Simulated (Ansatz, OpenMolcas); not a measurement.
## A ladder of methods for [PH2]− (SMILES [PH2-])

The species is [PH2]− (3 atoms), meant as a singlet with charge -1. As SMILES, `[PH2-]`. The coordinates come from a GFN2-xTB relaxation.

```xyz
3

P     0.4989   -0.2936    0.2450
H     0.1056    0.9902    0.1651
H    -0.6045   -0.6966   -0.4102
```

Quantity: the energy change with the P1–H2 bond stretched from 1.345 to 2.018 Å, in eV. The values are calculated.

```
                     level                    kind     program  value (eV)  less FCI/3-21G  CPU time (all runs)
  SVWN5/3-21G (restricted)                     LDA      Ansatz        0.85           +0.11                0.7 s
  B3LYP/3-21G (restricted)           global hybrid      Ansatz        0.89           +0.15                1.1 s
  HSE06/3-21G (restricted)  range-separated hybrid      Ansatz        0.95           +0.21                1.3 s
  wB97X/3-21G (restricted)  range-separated hybrid      Ansatz        1.06           +0.32                4.5 s
RPA@PBE/3-21G (restricted)                     RPA      Ansatz        0.66           -0.08                1.4 s
           MRCI(8,6)/3-21G          multireference  OpenMolcas        0.73           -0.01                4.8 s
  CCSDT/3-21G (restricted)   coupled cluster or CI      Ansatz        0.74            0.00               0.54 s
                 FCI/3-21G      exact in the basis  OpenMolcas        0.74            0.00                 15 s
```

FCI/3-21G is exact within its basis and frozen core, so for wave-function methods in that basis the difference is their error; functionals converge differently with the basis, so for them it is only a difference. Sets without diffuse functions describe the anion poorly. The first shape isn't each level's own minimum. The values span 0.66 to 1.06 eV. All rows use very small basis sets, so none should be taken for the real molecule's value. CPU times are rough (shared hosts, several kinds of processor): they show what a rung costs within a factor of a few.
